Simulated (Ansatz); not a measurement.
# H2S with CH2O: structure and interaction energy

Aim: relax the pair, then compute its interaction energy with counterpoise at many levels, up to CCSD(T).

Method: PBE0-D4 structure, single points in def2-TZVPPD; program: Ansatz 0.2.0, Gaussian basis.

Levels: PBE-D4, revPBE-D4, BLYP-D4, r2SCAN-D4, B97M-V, PBE0-D4, B3LYP-D4, HSE06-D4, wB97X-V, wB97M-V, B2PLYP, Hartree-Fock, MP2, CCSD, CCSD(T). The reference is CCSD(T) extrapolated to the basis limit.

Cores are frozen in the correlated methods. B3LYP uses VWN-RPA correlation. B2PLYP carries no dispersion term here.

176 further runs of the same task are left out: 176 set aside as unsound or not needed.

### 1 Where the work starts

The pair, from a GFN2-xTB docking trial: 7 atoms, charge 0, spin multiplicity 1.

Atoms are counted from 1 here; the program's logs count them from 0.

Bond lengths: S1–H2 1.325 Å, S1–H3 1.331 Å, C4–O5 1.196 Å, C4–H6 1.101 Å, C4–H7 1.102 Å. Angles: H2–S1–H3 92.3°, O5–C4–H6 122.2°, O5–C4–H7 122.7°, H6–C4–H7 115.0°.

Geometry (Å):

```
S    -0.4020    0.7582   -2.2644
H     0.0319   -0.4272   -2.6681
H     0.3515    0.7201   -1.1681
C     0.0014   -0.2638    1.5263
O     0.8633    0.0548    0.7605
H     0.2088   -0.8571    2.4303
H    -1.0548    0.0151    1.3836
```

Atoms 1 to 3 are fragment A (H2S), the rest fragment B (CH2O).

### 2 A first relaxation in a small basis

Input file pre/in.yaml:

```yaml
crystal:
  periodic: [false, false, false]
  atoms:
    - {symbol: S, position_ang: [-0.402000, 0.758200, -2.264400]}
    - {symbol: H, position_ang: [0.031900, -0.427200, -2.668100]}
    - {symbol: H, position_ang: [0.351500, 0.720100, -1.168100]}
    - {symbol: C, position_ang: [0.001400, -0.263800, 1.526300]}
    - {symbol: O, position_ang: [0.863300, 0.054800, 0.760500]}
    - {symbol: H, position_ang: [0.208800, -0.857100, 2.430300]}
    - {symbol: H, position_ang: [-1.054800, 0.015100, 1.383600]}
basis:
  gaussian: {orbitals: def2-SVP}
hamiltonian: {xc: pbe, dispersion: d4}
relax: {f_tol: 0.03, max_steps: 250}
```

Launch:

```sh
$ ansatz run in.yaml --threads 2 --pin off --events-out ev --progress --plain --max-ram 5222MiB
```

The runs that follow: Relaxation at PBE0-D4; PBE-D4/def2-TZVPPD; r2SCAN-D4/def2-TZVPPD; PBE0-D4/def2-TZVPPD; B3LYP-D4/def2-TZVPPD; wB97X-V/def2-TZVPPD; wB97M-V/def2-TZVPPD; B2PLYP/def2-TZVPPD; BLYP-D4/def2-TZVPPD; revPBE-D4/def2-TZVPPD; B97M-V/def2-TZVPPD; HSE06-D4/def2-TZVPPD; CCSD(T)/def2-TZVPPD; MP2/def2-QZVPPD; Vibrations of the pair.

Before running it: what results should come out? Wanted: interaction energy, CCSD(T)/CBS; of it Hartree-Fock; D4 term of PBE0-D4; shortest contact; lowest wavenumber.

The runs gave:

| quantity | value |
| --- | --- |
| interaction energy, CCSD(T)/CBS | -12.44 kJ/mol |
| of it Hartree-Fock (basis limit) | -3.06 kJ/mol |
| D4 term of PBE0-D4 | -3.42 kJ/mol |
| shortest contact | H3–O5 2.21 Å |
| lowest wavenumber | 87 cm⁻¹ |

The pair is bound by 12.44 kJ/mol at fixed fragment shapes. Hartree-Fock gives 25 % of it, so correlation, mostly dispersion, leads. Among the functionals wB97X-V lands nearest to CCSD(T)/CBS (+0.02 kJ/mol) and B2PLYP farthest (+3.32 kJ/mol). By rung, the mean size of the error is: GGA 0.87, meta-GGA 0.49, hybrid 0.77, screened hybrid 1.18, range-separated hybrid 0.17, double hybrid 3.32 kJ/mol. PBE-D4 gives an interaction energy 1.83 kJ/mol too low, an error of 15 % of the reference. CCSD(T) moves by -1.95 kJ/mol from triple zeta to the limit; gaps between functionals far smaller than that don't rank them. A lower arrangement may exist.
